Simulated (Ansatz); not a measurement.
Species: H$_{2}$N, SMILES `[NH2]` (charge 0, multiplicity 2).

Give a relaxed geometry from B3LYP-D3(BJ)/def2-TZVP run with Ansatz (a quantum-chemistry and plane-wave program).

the end point of this relaxation (outside a Z-matrix the atoms follow the SMILES, hydrogens last).
Bonded distances (Å): N1–H2 1.028, N1–H3 1.028. Bond angles (°): H2–N1–H3 103.3.
